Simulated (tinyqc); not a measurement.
RKS/PBE in the sto-3g basis, for H2O, spin multiplicity 1, step by step (part 1 of 2). Computed by tinyqc, a small Python program that keeps every step (integrals from PySCF). Settings: charge = 0, multiplicity = 1, basis = sto-3g, energy threshold = 1e-09, iteration cap = 69, orthogonalisation = canonical, start = random, DIIS depth = 6, method = RKS, functional = pbe,pbe, grid = [20, 50]. Command: `OMP_NUM_THREADS=1 python tinyqc.py 30153 30154 out.jsonl` (the two numbers bound the seeds that draw the settings). One thread of a shared host (Intel(R) Xeon(R) Processor @ 2.60GHz), about 0.6 s of CPU time with the checks. Later iterations appear only in the table of the cycle.

## One-electron integrals

Geometry (angstrom):

| atom | x | y | z |
|---|---|---|---|
| O | 0.000000 | 0.000000 | 0.000000 |
| H | 0.000000 | 0.942000 | 0.762000 |
| H | 0.000000 | -0.942000 | 0.762000 |

Basis sto-3g: exponents (1/bohr^2) and contraction coefficients of normalised primitives:

| element | l (shell) | exponent | coefficient |
|---|---|---|---|
| O | s (1) | 130.709320 | 0.154329 |
| O | s (1) | 23.808861 | 0.535328 |
| O | s (1) | 6.443608 | 0.444635 |
| O | s (2) | 5.033151 | -0.099967 |
| O | s (2) | 1.169596 | 0.399513 |
| O | s (2) | 0.380389 | 0.700115 |
| O | p (3) | 5.033151 | 0.155916 |
| O | p (3) | 1.169596 | 0.607684 |
| O | p (3) | 0.380389 | 0.391957 |
| H | s (1) | 3.425251 | 0.154329 |
| H | s (1) | 0.623914 | 0.535328 |
| H | s (1) | 0.168855 | 0.444635 |

Overlap, kinetic and nuclear-attraction integrals over the contracted functions; the nuclear repulsion is the sum of Za Zb / Rab.

nuclear repulsion = 7.26894412 hartree

overlap S, lower triangle:
```
           1O 1s     1O 2s    1O 2px     1O 2py    1O 2pz     2H 1s     3H 1s
1O 1s   1.000000
1O 2s   0.236704  1.000000
1O 2px  0.000000  0.000000  1.000000
1O 2py  0.000000  0.000000  0.000000   1.000000
1O 2pz  0.000000  0.000000  0.000000   0.000000  1.000000
2H 1s   0.029508  0.324598  0.000000   0.231603  0.187348  1.000000
3H 1s   0.029508  0.324598  0.000000  -0.231603  0.187348  0.143789  1.000000
```

kinetic energy T (hartree), lower triangle:
```
            1O 1s     1O 2s    1O 2px     1O 2py    1O 2pz      2H 1s     3H 1s
1O 1s   29.003200
1O 2s   -0.168011  0.808128
1O 2px   0.000000  0.000000  2.528731
1O 2py   0.000000  0.000000  0.000000   2.528731
1O 2pz   0.000000  0.000000  0.000000   0.000000  2.528731
2H 1s   -0.008752  0.038168  0.000000   0.099378  0.080389   0.760032
3H 1s   -0.008752  0.038168  0.000000  -0.099378  0.080389  -0.008245  0.760032
```

nuclear attraction V (hartree), lower triangle:
```
             1O 1s      1O 2s     1O 2px     1O 2py     1O 2pz      2H 1s      3H 1s
1O 1s   -61.491963
1O 2s    -7.389842  -9.923376
1O 2px    0.000000   0.000000  -9.803608
1O 2py    0.000000   0.000000   0.000000  -9.888370
1O 2pz   -0.012187  -0.151288   0.000000   0.000000  -9.859072
2H 1s    -0.941792  -2.406367   0.000000  -1.498443  -1.248020  -4.954821
3H 1s    -0.941792  -2.406367   0.000000   1.498443  -1.248020  -0.788476  -4.954821
```

core Hamiltonian H = T + V (hartree), lower triangle:
```
             1O 1s      1O 2s     1O 2px     1O 2py     1O 2pz      2H 1s      3H 1s
1O 1s   -32.488763
1O 2s    -7.557853  -9.115248
1O 2px    0.000000   0.000000  -7.274877
1O 2py    0.000000   0.000000   0.000000  -7.359639
1O 2pz   -0.012187  -0.151288   0.000000   0.000000  -7.330341
2H 1s    -0.950544  -2.368199   0.000000  -1.399065  -1.167632  -4.194789
3H 1s    -0.950544  -2.368199   0.000000   1.399065  -1.167632  -0.796721  -4.194789
```

## Two-electron integrals

Functions are numbered as in S; the eight-fold symmetry (ij|kl) = (ji|kl) = (kl|ij) leaves the list below.

Two-electron integrals (ij|kl) in chemists' order, unique and non-zero (hartree):
```
(11|11) 4.785065    (21|11) 0.741380    (21|21) 0.136873    (22|11) 1.118947
(22|21) 0.256633    (22|22) 0.817206    (31|31) 0.024477    (32|31) 0.037809
(32|32) 0.180518    (33|11) 1.115814    (33|21) 0.256684    (33|22) 0.817023
(33|33) 0.880159    (41|41) 0.024477    (42|41) 0.037809    (42|42) 0.180518
(43|43) 0.047444    (44|11) 1.115814    (44|21) 0.256684    (44|22) 0.817023
(44|33) 0.785270    (44|44) 0.880159    (51|51) 0.024477    (52|51) 0.037809
(52|52) 0.180518    (53|53) 0.047444    (54|54) 0.047444    (55|11) 1.115814
(55|21) 0.256684    (55|22) 0.817023    (55|33) 0.785270    (55|44) 0.785270
(55|55) 0.880159    (61|11) 0.093420    (61|21) 0.017121    (61|22) 0.031964
(61|33) 0.031902    (61|41) 0.000598    (61|42) 0.001131    (61|44) 0.032017
(61|51) 0.000483    (61|52) 0.000915    (61|54) 0.000093    (61|55) 0.031977
(61|61) 0.002168    (62|11) 0.254900    (62|21) 0.059317    (62|22) 0.212615
(62|33) 0.208818    (62|41) 0.003452    (62|42) 0.027740    (62|44) 0.215574
(62|51) 0.002792    (62|52) 0.022439    (62|54) 0.005465    (62|55) 0.213239
(62|61) 0.007580    (62|62) 0.071807    (63|31) 0.005860    (63|32) 0.035355
(63|43) 0.005578    (63|53) 0.004512    (63|63) 0.009623    (64|11) 0.151942
(64|21) 0.035783    (64|22) 0.136966    (64|33) 0.130941    (64|41) 0.007665
(64|42) 0.052023    (64|44) 0.146183    (64|51) 0.001460    (64|52) 0.013482
(64|54) 0.007818    (64|55) 0.133615    (64|61) 0.004748    (64|62) 0.056277
(64|64) 0.053245    (65|11) 0.122908    (65|21) 0.028945    (65|22) 0.110794
(65|33) 0.105921    (65|41) 0.001460    (65|42) 0.013482    (65|44) 0.109226
(65|51) 0.007041    (65|52) 0.046262    (65|54) 0.008252    (65|55) 0.117108
(65|61) 0.003841    (65|62) 0.045523    (65|64) 0.035287    (65|65) 0.038167
(66|11) 0.430721    (66|21) 0.101818    (66|22) 0.420656    (66|33) 0.404919
(66|41) 0.006878    (66|42) 0.078259    (66|44) 0.433159    (66|51) 0.005564
(66|52) 0.063305    (66|54) 0.022843    (66|55) 0.423398    (66|61) 0.013083
(66|62) 0.188784    (66|64) 0.168989    (66|65) 0.136698    (66|66) 0.774606
(71|11) 0.093420    (71|21) 0.017121    (71|22) 0.031964    (71|33) 0.031902
(71|41) -0.000598   (71|42) -0.001131   (71|44) 0.032017    (71|51) 0.000483
(71|52) 0.000915    (71|54) -0.000093   (71|55) 0.031977    (71|61) 0.002137
(71|62) 0.007350    (71|64) 0.004257    (71|65) 0.003729    (71|66) 0.012607
(71|71) 0.002168    (72|11) 0.254900    (72|21) 0.059317    (72|22) 0.212615
(72|33) 0.208818    (72|41) -0.003452   (72|42) -0.027740   (72|44) 0.215574
(72|51) 0.002792    (72|52) 0.022439    (72|54) -0.005465   (72|55) 0.213239
(72|61) 0.007350    (72|62) 0.056572    (72|64) 0.030991    (72|65) 0.034827
(72|66) 0.119011    (72|71) 0.007580    (72|72) 0.071807    (73|31) 0.005860
(73|32) 0.035355    (73|43) -0.005578   (73|53) 0.004512    (73|63) 0.007289
(73|73) 0.009623    (74|11) -0.151942   (74|21) -0.035783   (74|22) -0.136966
(74|33) -0.130941   (74|41) 0.007665    (74|42) 0.052023    (74|44) -0.146183
(74|51) -0.001460   (74|52) -0.013482   (74|54) 0.007818    (74|55) -0.133615
(74|61) -0.004257   (74|62) -0.030991   (74|64) -0.010137   (74|65) -0.018740
(74|66) -0.060494   (74|71) -0.004748   (74|72) -0.056277   (74|74) 0.053245
(75|11) 0.122908    (75|21) 0.028945    (75|22) 0.110794    (75|33) 0.105921
(75|41) -0.001460   (75|42) -0.013482   (75|44) 0.109226    (75|51) 0.007041
(75|52) 0.046262    (75|54) -0.008252   (75|55) 0.117108    (75|61) 0.003729
(75|62) 0.034827    (75|64) 0.018740    (75|65) 0.028418    (75|66) 0.079626
(75|71) 0.003841    (75|72) 0.045523    (75|74) -0.035287   (75|75) 0.038167
(76|11) 0.077896    (76|21) 0.018314    (76|22) 0.071937    (76|33) 0.070183
(76|44) 0.071534    (76|51) 0.001305    (76|52) 0.012810    (76|55) 0.074014
(76|61) 0.002317    (76|62) 0.024518    (76|64) 0.016801    (76|65) 0.017510
(76|66) 0.069436    (76|71) 0.002317    (76|72) 0.024518    (76|74) -0.016801
(76|75) 0.017510    (76|76) 0.010872    (77|11) 0.430721    (77|21) 0.101818
(77|22) 0.420656    (77|33) 0.404919    (77|41) -0.006878   (77|42) -0.078259
(77|44) 0.433159    (77|51) 0.005564    (77|52) 0.063305    (77|54) -0.022843
(77|55) 0.423398    (77|61) 0.012607    (77|62) 0.119011    (77|64) 0.060494
(77|65) 0.079626    (77|66) 0.279426    (77|71) 0.013083    (77|72) 0.188784
(77|74) -0.168989   (77|75) 0.136698    (77|76) 0.069436    (77|77) 0.774606
```

## Orthogonalisation

S = U s U^T; canonical form X = U s^(-1/2), so that X^T S X = 1. Each column of U has its largest component positive (the first on a tie).

eigenvalues of S: 0.500889  0.592772  0.885556  1.000000  1.105659  1.263439  1.651686

X:
```
                1          2          3         4          5          6         7
1O 1s   -0.385626   0.000000   0.707686  0.000000   0.612090   0.000000  0.202561
1O 2s    0.962582   0.000000  -0.290599  0.000000   0.316042   0.000000  0.460775
1O 2px   0.000000   0.000000   0.000000  1.000000   0.000000   0.000000  0.000000
1O 2py   0.000000   0.814034   0.000000  0.000000   0.000000   0.693248  0.000000
1O 2pz   0.450017   0.000000   0.677077  0.000000  -0.609026   0.000000  0.223480
2H 1s   -0.599444  -0.715660  -0.206801  0.000000  -0.171738   0.394271  0.388686
3H 1s   -0.599444   0.715660  -0.206801  0.000000  -0.171738  -0.394271  0.388686
```

## Starting guess

The start is random orthonormal orbitals; D = 2 C_occ C_occ^T.

D at the start, lower triangle:
```
            1O 1s      1O 2s     1O 2px     1O 2py     1O 2pz      2H 1s     3H 1s
1O 1s    1.859005
1O 2s   -0.422903   2.046732
1O 2px   0.115820  -0.572942   1.447467
1O 2py  -0.423325   0.224307   0.159827   1.625380
1O 2pz  -0.297636   0.192876  -0.138351  -0.406132   1.805241
2H 1s   -0.086358   0.014087   0.763593  -0.907422  -0.294829   1.437771
3H 1s    0.411365  -0.313110   0.512552   1.104241   0.151730  -0.808062  1.371368
```

## Iteration 1: exchange-correlation on the grid

Becke grid with 20 radial and 50 angular points per atom, points of zero weight dropped. rho = sum D_ij phi_i phi_j; V_xc,ij = sum w v_xc phi_i phi_j plus the gradient terms; v_xc is d(rho eps)/d rho at fixed gradient.

The 16 grid points with the largest w rho, of 2990 (bohr, atomic units):

| x | y | z | w | rho | \|grad rho\|^2 | eps_xc | v_xc |
|---|---|---|---|---|---|---|---|
| 0.000000 | 0.738980 | -0.738980 | 0.094658 | 0.514074 | 1.590836 | -0.665615 | -0.841301 |
| -0.738980 | 0.000000 | 0.738980 | 0.094113 | 0.508873 | 1.746003 | -0.665157 | -0.835044 |
| -0.603375 | 0.603375 | -0.603375 | 0.088455 | 0.489551 | 1.499934 | -0.656375 | -0.826614 |
| -0.315102 | -0.315102 | 0.945307 | 0.080796 | 0.519758 | 1.775750 | -0.669032 | -0.841769 |
| -0.945307 | -0.315102 | 0.315102 | 0.084296 | 0.495450 | 1.648800 | -0.659773 | -0.827735 |
| -0.738980 | 0.000000 | -0.738980 | 0.094697 | 0.439604 | 1.212051 | -0.635487 | -0.797413 |
| -0.603375 | -0.603375 | 0.603375 | 0.083669 | 0.489499 | 1.814978 | -0.659371 | -0.820324 |
| -0.738980 | 0.738980 | 0.000000 | 0.093645 | 0.436416 | 1.367322 | -0.636251 | -0.791051 |
| 0.603375 | 0.603375 | -0.603375 | 0.088455 | 0.458239 | 1.244185 | -0.642688 | -0.810221 |
| -0.315102 | 0.315102 | -0.945307 | 0.084622 | 0.478766 | 1.398102 | -0.651629 | -0.821267 |
| 0.000000 | 0.978626 | -0.978626 | 0.202720 | 0.195370 | 0.393064 | -0.512997 | -0.587228 |
| -0.315102 | 0.945307 | -0.315102 | 0.083847 | 0.470030 | 1.490287 | -0.649486 | -0.813136 |
| -0.945307 | 0.315102 | -0.315102 | 0.084606 | 0.464936 | 1.379594 | -0.646532 | -0.811928 |
| 0.315102 | 0.945307 | -0.315102 | 0.083847 | 0.468354 | 1.369337 | -0.647643 | -0.814589 |
| -0.945307 | 0.315102 | 0.315102 | 0.084296 | 0.465469 | 1.486080 | -0.647853 | -0.809938 |
| -0.738980 | -0.738980 | 0.000000 | 0.093645 | 0.416820 | 1.302004 | -0.628389 | -0.777360 |

electrons on the grid, sum of w rho = 10.001957

E_xc = sum of w rho eps_xc = -8.79119181 hartree

V_xc (hartree), lower triangle:
```
            1O 1s      1O 2s     1O 2px     1O 2py     1O 2pz      2H 1s      3H 1s
1O 1s   -2.986208
1O 2s   -0.412496  -0.787348
1O 2px   0.003394   0.024832  -0.776921
1O 2py   0.006323  -0.017916  -0.010323  -0.771346
1O 2pz   0.004424  -0.008583   0.000699   0.020400  -0.796560
2H 1s   -0.052206  -0.195102   0.001289  -0.126457  -0.103787  -0.471549
3H 1s   -0.052513  -0.191043   0.003945   0.118188  -0.106351  -0.062146  -0.461125
```

## Iteration 1: building the Kohn-Sham matrix

J_ij = sum D_kl (ij|kl); F = H + J + V_xc; E = tr D H + tr D J / 2 + E_xc + E_nn.

Coulomb J (hartree), lower triangle:
```
            1O 1s      1O 2s     1O 2px     1O 2py    1O 2pz     2H 1s     3H 1s
1O 1s   16.347481
1O 2s    3.119677   7.897454
1O 2px  -0.022699  -0.107858   7.860161
1O 2py   0.000071   0.079632   0.017966   7.887952
1O 2pz   0.004290   0.123951  -0.001612  -0.037829  7.923272
2H 1s    0.390742   2.088022  -0.016454   1.365200  1.124801  4.488748
3H 1s    0.390645   2.063081  -0.021192  -1.318749  1.120096  0.723910  4.397487
```

Kohn-Sham matrix F (hartree), lower triangle:
```
             1O 1s      1O 2s     1O 2px     1O 2py     1O 2pz      2H 1s      3H 1s
1O 1s   -19.127490
1O 2s    -4.850671  -2.005143
1O 2px   -0.019305  -0.083026  -0.191637
1O 2py    0.006394   0.061717   0.007643  -0.243033
1O 2pz   -0.003472  -0.035920  -0.000913  -0.017430  -0.203629
2H 1s    -0.612008  -0.475279  -0.015165  -0.160322  -0.146618  -0.177590
3H 1s    -0.612411  -0.496161  -0.017247   0.198504  -0.153887  -0.134957  -0.258427
```

total energy of this density = -70.08006163 hartree

## Iteration 1: diagonalisation and new density

Diagonalise F' = X^T F X, C = X C', fill 5 alpha and 5 beta electrons from the bottom; D = 2 C_occ C_occ^T. Each column has its largest component positive (the first on a tie).

F' = X^T F X (hartree), lower triangle:
```
           1          2          3          4          5          6          7
1  -0.708883
2   0.039400   0.171964
3   2.360333  -0.014370  -7.540590
4  -0.053457   0.004732   0.016550  -0.191637
5   2.261661   0.030571  -7.962533  -0.031933  -9.023092
6   0.008218  -0.027423  -0.029882   0.006119   0.014528  -0.338774
7   0.874424   0.002520  -3.901998  -0.054969  -4.468287   0.045055  -2.833515
```

orbital energies (hartree): MO1 -19.134002, MO2 -0.852166, MO3 -0.336091, MO4 -0.270168, MO5 -0.180874, MO6 0.120635, MO7 0.188141

coefficients C:
```
              MO1        MO2        MO3        MO4        MO5        MO6        MO7
1O 1s    0.995035  -0.246017  -0.021854   0.062009   0.033662   0.082046   0.049052
1O 2s    0.021143   0.943330   0.082129  -0.322512  -0.136347  -0.479910  -0.270603
1O 2px   0.001101   0.117128   0.005871  -0.183806   0.973454   0.066377   0.021040
1O 2py  -0.000442  -0.097788   0.726527  -0.024043  -0.005484   0.343425  -0.698062
1O 2pz   0.001553   0.046023   0.123358   0.760777   0.185406  -0.635343  -0.218288
2H 1s   -0.003570   0.072931   0.369468   0.212136  -0.014882   0.335299   0.975091
3H 1s   -0.003766   0.110154  -0.331159   0.408746   0.012050   0.907640  -0.370738
```

D after iteration 1, lower triangle:
```
            1O 1s      1O 2s     1O 2px     1O 2py    1O 2pz      2H 1s     3H 1s
1O 1s    2.112150
1O 2s   -0.474841   2.039337
1O 2px  -0.012956   0.075097   1.990303
1O 2py   0.012130  -0.048170  -0.016217   1.076024
1O 2pz   0.081887  -0.434121   0.093530   0.131627  1.260989
2H 1s   -0.033832   0.065359  -0.085544   0.512559  0.415114   0.374123
3H 1s    0.004283  -0.113669  -0.104892  -0.522519  0.554822  -0.055550  0.578065
```

## Iteration 2: exchange-correlation on the grid

As before.

The 16 grid points with the largest w rho, of 2990 (bohr, atomic units):

| x | y | z | w | rho | \|grad rho\|^2 | eps_xc | v_xc |
|---|---|---|---|---|---|---|---|
| -0.738980 | 0.000000 | -0.738980 | 0.094697 | 0.485437 | 1.439704 | -0.654378 | -0.825008 |
| 0.738980 | 0.000000 | -0.738980 | 0.094697 | 0.468610 | 1.361548 | -0.647654 | -0.814941 |
| 0.945307 | -0.315102 | -0.315102 | 0.084606 | 0.495774 | 1.496420 | -0.658508 | -0.830910 |
| -0.945307 | -0.315102 | -0.315102 | 0.084606 | 0.491125 | 1.447576 | -0.656447 | -0.828726 |
| 0.738980 | -0.738980 | 0.000000 | 0.093645 | 0.439517 | 1.130338 | -0.634490 | -0.799421 |
| -0.603375 | -0.603375 | -0.603375 | 0.088455 | 0.460531 | 1.297904 | -0.644090 | -0.810623 |
| -0.945307 | 0.315102 | -0.315102 | 0.084606 | 0.480599 | 1.387176 | -0.652175 | -0.822761 |
| 0.945307 | 0.315102 | -0.315102 | 0.084606 | 0.479144 | 1.404622 | -0.651826 | -0.821392 |
| 0.000000 | -0.738980 | -0.738980 | 0.094658 | 0.427998 | 1.132363 | -0.630192 | -0.790763 |
| 0.603375 | -0.603375 | -0.603375 | 0.088455 | 0.454789 | 1.278390 | -0.641799 | -0.806946 |
| 0.738980 | 0.738980 | 0.000000 | 0.093645 | 0.422766 | 1.035184 | -0.626972 | -0.789450 |
| 0.945307 | 0.315102 | 0.315102 | 0.084296 | 0.469435 | 1.288452 | -0.647215 | -0.817125 |
| 0.945307 | -0.315102 | 0.315102 | 0.084296 | 0.468985 | 1.295484 | -0.647122 | -0.816657 |
| -0.738980 | -0.738980 | 0.000000 | 0.093645 | 0.422048 | 1.012754 | -0.626410 | -0.789529 |
| 0.738980 | 0.000000 | 0.738980 | 0.094113 | 0.417976 | 0.977307 | -0.624375 | -0.787445 |
| -0.738980 | 0.738980 | 0.000000 | 0.093645 | 0.416030 | 0.971033 | -0.623534 | -0.786146 |

electrons on the grid, sum of w rho = 10.001397

E_xc = sum of w rho eps_xc = -9.37097119 hartree

V_xc (hartree), lower triangle:
```
            1O 1s      1O 2s     1O 2px     1O 2py     1O 2pz      2H 1s      3H 1s
1O 1s   -3.087250
1O 2s   -0.420414  -0.801579
1O 2px  -0.000479  -0.002804  -0.810631
1O 2py   0.000387   0.003362   0.000696  -0.786390
1O 2pz   0.002769   0.007926  -0.003704  -0.005436  -0.789040
2H 1s   -0.053353  -0.196652  -0.000466  -0.125205  -0.102331  -0.407937
3H 1s   -0.053352  -0.198917  -0.000573   0.128643  -0.103815  -0.061603  -0.436339
```

## Iteration 2: building the Kohn-Sham matrix

As before.

Coulomb J (hartree), lower triangle:
```
            1O 1s      1O 2s     1O 2px     1O 2py    1O 2pz     2H 1s     3H 1s
1O 1s   17.437380
1O 2s    3.288433   8.190325
1O 2px   0.002813   0.012667   8.198393
1O 2py  -0.003822  -0.027392  -0.001323   8.175684
1O 2pz  -0.007283   0.023744   0.007156   0.007319  8.173164
2H 1s    0.411486   2.111232   0.002646   1.350042  1.107979  4.300155
3H 1s    0.411684   2.125817   0.002918  -1.374170  1.117033  0.724069  4.397023
```

Kohn-Sham matrix F (hartree), lower triangle:
```
             1O 1s      1O 2s     1O 2px     1O 2py     1O 2pz      2H 1s      3H 1s
1O 1s   -18.138634
1O 2s    -4.689834  -1.726502
1O 2px    0.002333   0.009863   0.112886
1O 2py   -0.003434  -0.024030  -0.000627   0.029656
1O 2pz   -0.016700  -0.119618   0.003452   0.001883   0.053784
2H 1s    -0.592411  -0.453620   0.002180  -0.174228  -0.161984  -0.302571
3H 1s    -0.592212  -0.441299   0.002345   0.153538  -0.154414  -0.134255  -0.234105
```

total energy of this density = -75.11234668 hartree

## Iteration 2: DIIS over 2 matrices

error matrix X^T (FDS - SDF) X:
```
           1          2          3          4          5          6          7
1   0.000000   0.032097   0.013203   0.016535  -0.191255   0.057118   0.142920
2  -0.032097   0.000000   0.037437  -0.006703  -0.075932   0.338064   0.004051
3  -0.013203  -0.037437   0.000000   0.009944  -0.099701   0.012574   0.081088
4  -0.016535   0.006703  -0.009944   0.000000   0.016554  -0.000938  -0.006824
5   0.191255   0.075932   0.099701  -0.016554   0.000000   0.004227  -0.068440
6  -0.057118  -0.338064  -0.012574   0.000938  -0.004227   0.000000   0.013426
7  -0.142920  -0.004051  -0.081088   0.006824   0.068440  -0.013426   0.000000
```

B (overlaps of the stored error matrices):
```
               1              2
1  2.6282255e+02  8.5911812e-01
2  8.5911812e-01  4.1047402e-01
```

Minimise |sum c_i e_i|^2 with sum c_i = 1: solve [B -1; -1 0][c; lambda] = [0; -1] with B_ij = tr e_i^T e_j, and take F = sum c_i F_i.

DIIS coefficients: -0.001716  1.001716

extrapolated F (hartree), lower triangle:
```
             1O 1s      1O 2s     1O 2px     1O 2py     1O 2pz      2H 1s      3H 1s
1O 1s   -18.136937
1O 2s    -4.689558  -1.726024
1O 2px    0.002370   0.010022   0.113408
1O 2py   -0.003451  -0.024177  -0.000642   0.030124
1O 2pz   -0.016723  -0.119762   0.003460   0.001916   0.054225
2H 1s    -0.592377  -0.453582   0.002209  -0.174251  -0.162010  -0.302785
3H 1s    -0.592177  -0.441205   0.002379   0.153461  -0.154415  -0.134254  -0.234063
```
